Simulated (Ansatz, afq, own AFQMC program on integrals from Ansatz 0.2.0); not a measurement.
AlH₄⁻, singlet: AFQMC among the cluster methods

```xyz
5

Al    0.0034   -0.0035   -0.0034
H     0.9535    0.9479    0.9471
H    -0.9504   -0.9508    0.9473
H    -0.9440    0.9465   -0.9579
H     0.8486   -0.8510   -0.8447
```

Basis 6-31++G**. Only valence electrons are correlated. Ansatz 0.2.0 and our own AFQMC program on the same integrals; the CISD trial comes from CCSD amplitudes, and released means the phaseless constraint is let go. Error bars are statistical, one sigma.

Determinant: RHF, the one that the program's search chose, which needn't be the lowest solution. The geometry is a point of a scan.

No full CI on the walks' own integrals is used here; CCSDT(Q) serves as the reference and is uncertain by about the last step of the cluster series.

The T1 diagnostic is 0.0106 and the weight of the determinant in the CISD state is 0.931. The size of the correlated space is 8 electrons in 42 orbitals.

Reference: CCSDT(Q), correlation energy -3.382 eV. The released energy is read at 2.40 1/Eh (meV from the phaseless value at times in 1/Eh: 1 ± 3 at 0.24, -3 ± 4 at 0.51, -10 ± 4 at 0.99, -10 ± 4 at 1.62, -9 ± 4 at 2.40).

| level | E − E(reference) (kJ/mol) | share of correlation (%) |
| --- | --- | --- |
| HF | 326.3 | 0.00 |
| MP2 | 72.8 | 77.68 |
| CCSD | 5.6 | 98.30 |
| CCSD(T) | 1.3 | 99.60 |
| CCSDT | 0.1 | 99.98 |
| ph-AFQMC/HF | -1.7 ± 2.2 | 100.52 |
| ph-AFQMC/CISD | 0.6 ± 0.4 | 99.83 |
| released AFQMC | -0.3 ± 0.3 | 100.09 |

A walk keeps the symmetry of its determinant, which the program's search chose and which needn't be the lowest solution, so a lower state of the same spin and another symmetry isn't excluded. Released energies are given only where the last usable release times agree within the noise; a slower fall can still hide under it.
